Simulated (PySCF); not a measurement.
Choosing a molecule for a target property.

Each SMILES stands for a single optimised conformer of the isolated species, non-relativistic unless stated; the electronic structure was computed with PySCF and density fitting.

The conformers computed, where there is a choice (atom-mapped SMILES and torsion angles):
- `[CH2:1]=[C:2]([C:3]#[N:4])[CH2:5][SiH2:6][NH:7][CH:8]=[O:9]`: C1–C2–C5–Si6 101°, C2–C5–Si6–N7 -54°, C5–Si6–N7–C8 -178°, Si6–N7–C8–O9 1°
- `[CH3:1][CH2:2]/[C:3]([C:4]#[N:5])=[N:6]\[SiH2:7][CH:8]=[O:9]`: C1–C2–C3–C4 -67°, C3–N6–Si7–C8 -118°, N6–Si7–C8–O9 146°
- `[CH3:1][C@H:2]([F:3])[CH2:4][CH2:5][NH:6][CH:7]([SiH3:8])[SiH3:9]`: C1–C2–C4–C5 176°, C2–C4–C5–N6 69°, C4–C5–N6–C7 170°, C5–N6–C7–Si8 57°

Question: Wanted: HOMO energy below -10.7 eV (PBE0/pcSseg-1) and smallest rotational constant above 0.67 GHz (GFN2-xTB), at GFN2-xTB geometries. Which candidate meets both?
A. `N#CC(F)F`
B. `O=C(F)F`
C. `CC/C(C#N)=N\[SiH2]C=O`
D. `C=C(C#N)C[SiH2]NC=O`
E. `CC(C)=C=O`

Answer: A. Computed values:
```csv
species,HOMO energy,smallest rotational constant
N#CC(F)F,-10.80 eV,3.101 GHz
O=C(F)F,-10.51 eV,5.919 GHz
C=C(C#N)C[SiH2]NC=O,-7.88 eV,0.709 GHz
CC/C(C#N)=N\[SiH2]C=O,-7.13 eV,0.631 GHz
CC(C)=C=O,-6.30 eV,2.755 GHz
```

Question: Wanted: dipole moment between 1.8 D and 3 D (PBE0/pcSseg-1) and HOMO–LUMO gap below 8 eV (PBE0/pcSseg-1), at GFN2-xTB geometries. Which candidate meets both?
A. `CC/C(C#N)=N\[SiH2]C=O`
B. `C=C(C#N)C[SiH2]NC=O`
C. `O=C=C(C)C`
D. `C(CNC([SiH3])[SiH3])[C@@H](F)C`
E. `O=C(F)F`

Answer: C. Computed values:
| species | dipole moment | HOMO–LUMO gap |
| --- | --- | --- |
| O=C(F)F | 0.98 D | 10.14 eV |
| C(CNC([SiH3])[SiH3])[C@@H](F)C | 1.36 D | 6.73 eV |
| O=C=C(C)C | 2.15 D | 5.60 eV |
| CC/C(C#N)=N\[SiH2]C=O | 3.34 D | 4.62 eV |
| C=C(C#N)C[SiH2]NC=O | 5.34 D | 6.18 eV |
